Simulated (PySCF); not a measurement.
**One shape, several levels: S2F2 (Difluorodisulfane)**

We compute a comparison of 6 runs (B3LYP/6-31G*, B3LYP/6-311+G**, BLYP/6-311+G**, CAM-B3LYP/6-311+G**, wB97M-V/6-311+G**, wB97X/6-311+G**) of S2F2 (Difluorodisulfane). The job is set up through a Python script.

The calculation is run with PySCF 2.14.0.

1 further run of the same task is left out (set aside as unsound or not needed).

## (1) The structure to begin with

S2F2: 4 atoms, total charge 0, spin state singlet. SMILES: `FSSF`. The coordinates come from a PBE0-D4/def2-TZVP relaxation.

Bond lengths: F1–S2 1.631 Å, S2–S3 1.890 Å, S3–F4 1.631 Å. Angles: F1–S2–S3 108.6°, S2–S3–F4 108.6°.

## (2) A single-point energy at B3LYP/6-31G(d) (spherical functions) (run 1)

Input file input.xyz:

```xyz
4
F2S2
F     -1.783750    -0.199930    -0.621590
S     -0.467670     0.764150    -0.632370
S      1.044990    -0.276390    -0.184720
F      1.206410    -0.287820     1.438680
```

Input file calc.py:

```python
from pyscf import gto, dft

system = gto.M(
    atom='input.xyz',
    verbose=4,
    basis='6-31g*',
    max_memory=1860,
)

ks = dft.RKS(system, xc='b3lyp')
ks.conv_tol = 1e-10
ks.grids.level = 5
ks.kernel()
if not ks.converged:
    ks = ks.newton().run(ks.mo_coeff, ks.mo_occ)

e_final = ks.e_tot
print('E(%s) = %.9f' % ('B3LYP', e_final))
```

Run with:

```bash
OMP_NUM_THREADS=1 python calc.py
```

What it wrote:

```text
PySCF version 2.14.0

[... 74 lines left out ...]
converged SCF energy = -995.991275530543
E(B3LYP) = -995.991275531
```

It took 8.7 s on 1 thread of Arm Neoverse V2, shared host; peak memory 0.34 GiB.

## (3) A single-point energy at B3LYP/6-311+G(d,p) (run 2)

Input file calc.py:

```python
from pyscf import gto, dft

mol = gto.M(
    atom=[
    ('F', (-1.783750, -0.199930, -0.621590)),
    ('S', (-0.467670, 0.764150, -0.632370)),
    ('S', (1.044990, -0.276390, -0.184720)),
    ('F', (1.206410, -0.287820, 1.438680)),
],
    charge=0,
    verbose=4,
    spin=0,
    max_memory=1860,
    basis='6-311+g**',
)

mf = dft.RKS(mol)
mf.xc = 'b3lyp'
mf.conv_tol = 1e-10
mf.grids.level = 5
mf.kernel()
if not mf.converged:
    mf = mf.newton().run(mf.mo_coeff, mf.mo_occ)

etot = mf.e_tot
print('Final energy', etot)
```

Run with:

```bash
OMP_NUM_THREADS=1 python calc.py
```

What it wrote:

```text
PySCF version 2.14.0

[... 74 lines left out ...]
converged SCF energy = -996.130208150006
Final energy -996.1302081500057
```

Wall time 15 s (1 thread of Arm Neoverse V2, shared host); peak memory 0.54 GiB.

## (4) A single-point energy at BLYP/6-311+G(d,p) (run 3)

Input file job.py:

```python
# Difluorodisulfane
from pyscf import gto, dft

mol = gto.M(
    atom=[
    ('F', (-1.783750, -0.199930, -0.621590)),
    ('S', (-0.467670, 0.764150, -0.632370)),
    ('S', (1.044990, -0.276390, -0.184720)),
    ('F', (1.206410, -0.287820, 1.438680)),
],
    max_memory=1860,
    basis='6-311+g**',
    verbose=4,
)

myscf = dft.RKS(mol, xc='blyp')
myscf.conv_tol = 1e-10
myscf.grids.level = 5
myscf.kernel()
if not myscf.converged:
    myscf = myscf.newton().run(myscf.mo_coeff, myscf.mo_occ)

etot = myscf.e_tot
print('E(%s) = %.9f' % ('BLYP', etot))
```

Run with:

```bash
OMP_NUM_THREADS=1 python job.py
```

What it wrote:

```text
PySCF version 2.14.0

[... 76 lines left out ...]
converged SCF energy = -996.104435468937
E(BLYP) = -996.104435469
```

Run time: 14 s. Hardware: 1 thread of Arm Neoverse V2, shared host; peak memory 0.54 GiB.

Runs 4 to 5 aren't shown in full; the table further down has their settings and results.

## (5) The energy at wB97X/6-311+G(d,p) (run 6)

Input file calc.py:

```python
from pyscf import gto, dft

mol = gto.Mole()
mol.atom = '''
F     -3.370799    -0.377813    -1.174635
S     -0.883768     1.444034    -1.195006
S      1.974745    -0.522301    -0.349070
F      2.279784    -0.543901     2.718711
'''
mol.unit = 'bohr'
mol.charge = 0
mol.max_memory = 1860
mol.verbose = 4
mol.basis = '6-311+g**'
mol.spin = 0
mol.build()

mf = dft.RKS(mol)
mf.xc = 'wb97x'
mf.grids.level = 5
mf.conv_tol = 1e-10
mf.kernel()
if not mf.converged:
    mf = mf.newton().run(mf.mo_coeff, mf.mo_occ)

e_tot = mf.e_tot
print('E(%s) = %.9f' % ('WB97X', e_tot))
```

Run with:

```bash
OMP_NUM_THREADS=1 python calc.py
```

What it wrote:

```text
PySCF version 2.14.0

[... 73 lines left out ...]
converged SCF energy = -996.037723595913
E(WB97X) = -996.037723596
```

Run time: 20 s. Hardware: 1 thread of Arm Neoverse V2, shared host; peak memory 0.54 GiB.

## (6) Overview of the runs

```
run                               level  nlc grid  energy (Eh)  dipole moment (D)  HOMO energy (eV)  LUMO energy (eV)  wall time
  1  B3LYP/6-31G* (spherical functions)         –  -995.991276               1.40             -7.91             -1.38      8.7 s
  2                     B3LYP/6-311+G**         –  -996.130208               1.81             -8.47             -2.16       15 s
  3                      BLYP/6-311+G**         –  -996.104435               1.70             -7.23             -2.75       14 s
  4                 CAM-B3LYP/6-311+G**         –  -996.072521               1.87            -10.07             -0.81       21 s
  5                   wB97M-V/6-311+G**         1  -996.009251               1.85            -10.90              0.17       58 s
  6                     wB97X/6-311+G**         –  -996.037724               1.83            -11.06              0.29       20 s
```

## (7) Results

| quantity | value |
| --- | --- |
| run 6: total energy | -996.03772 Eh |
| run 6: dipole moment | 1.83 D |
| run 6: HOMO energy | -11.06 eV |
| run 6: LUMO energy | 0.29 eV |
| run 6: HOMO–LUMO gap | 11.35 eV |

In words: The dipole moment (its size) runs from 1.40 D (B3LYP/6-31G*) to 1.87 D (CAM-B3LYP/6-311+G**). The two ends differ in method and basis. The HOMO–LUMO gap runs from 4.47 eV (BLYP/6-311+G**) to 11.35 eV (wB97X/6-311+G**). Totals of different functionals can't be ranked against each other. All runs together took 2.3 min, the longest 58 s.
